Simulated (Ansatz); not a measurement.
The input, for Ansatz 0.2.0:

```yaml
crystal:
  periodic: [false, false, false]
  atoms:
    - {symbol: H, position_ang: [-2.113546, 0.059434, 0.000000]}
    - {symbol: H, position_ang: [-0.858546, 0.059434, 0.000000]}
    - {symbol: N, position_ang: [0.181454, 0.059434, 0.000000]}
    - {symbol: H, position_ang: [0.450536, -0.944792, 0.000000]}
basis:
  gaussian: {orbitals: 6-31G}
magnetization: {spin_polarized: false, initial_magnetization: 2}
correlation: {method: ccsdtq, electrons: outside_noble_gas}
```

```sh
$ ansatz run in.yaml --threads 1 --pin off --events-out ev --progress --plain --max-ram 2393MiB
```

Q: Roughly how long does this take on 1 thread of Arm Neoverse V1, shared host, and how much host memory?

A: 12 s wall and 0.15 GiB.

```
336 factors; integrals over basis functions are off by at most 5.0e-8 eV
mean field evaluation 1: about -1523.2269 eV, gradient 1.3e1 eV
mean field evaluation 2: about -1523.2265 eV, gradient 1.3e1 eV
mean field evaluation 4: about -1524.0598 eV, gradient 2.8e0 eV
mean field evaluation 8: about -1524.1087 eV, gradient 1.0e-4 eV
mean field evaluation 16: about -1524.1086 eV, gradient 1.1e-1 eV
mean field evaluation 32: about -1522.0951 eV, gradient 6.9e-2 eV
mean field -1524.10873192 eV, -56.0099628201 hartree, gradient 3.6e-6 eV, S^2 2.000000; 1 other end points of the search recorded, 0 dependent functions left out
determinant -1524.10873192 eV, -56.0099628201 hartree, with singles and doubles -1527.08216333 eV, -56.1192344089 hartree
determinant -1522.09498303 eV, -55.9359589135 hartree, with singles and doubles -1524.94954477 eV, -56.0408621224 hartree
1 core orbitals not correlated: weight in the atoms' cores, before any rotation towards them, 1.000 or more for the frozen orbitals, at most 0.000 for the correlated occupied ones
reference -1524.10873192 eV, -56.0099628201 hartree; 5, 3 occupied and 9, 11 virtual orbitals, 336 factors
second order -2.44933383 eV of doubles, -0.06743319 eV of singles
cycle   1  -2.80029040 eV  change   -2.8e-1 eV  update   4.6e-2
cycle   2  -2.98764307 eV  change   -1.9e-1 eV  update   2.2e-2
cycle   3  -3.01263403 eV  change   -2.5e-2 eV  update   1.2e-2
cycle   4  -3.01111673 eV  change    1.5e-3 eV  update   7.0e-3
cycle   5  -3.01533008 eV  change   -4.2e-3 eV  update   3.1e-3
cycle   6  -3.01566396 eV  change   -3.3e-4 eV  update   1.3e-3
cycle   7  -3.01533798 eV  change    3.3e-4 eV  update   5.6e-4
cycle   8  -3.01559608 eV  change   -2.6e-4 eV  update   2.6e-4
cycle   9  -3.01558025 eV  change    1.6e-5 eV  update   9.8e-5
cycle  10  -3.01552550 eV  change    5.5e-5 eV  update   4.9e-5
cycle  11  -3.01553499 eV  change   -9.5e-6 eV  update   2.3e-5
cycle  12  -3.01553264 eV  change    2.4e-6 eV  update   1.2e-5
cycle  13  -3.01554332 eV  change   -1.1e-5 eV  update   5.7e-6
cycle  14  -3.01554709 eV  change   -3.8e-6 eV  update   2.3e-6
cycle  15  -3.01554625 eV  change    8.4e-7 eV  update   1.1e-6
cycle  16  -3.01554578 eV  change    4.7e-7 eV  update   5.8e-7
Total energy: -1527.12427770 eV, -56.1207820835 hartree
```

For the same geometry and basis full CI lies 0.2 meV lower.
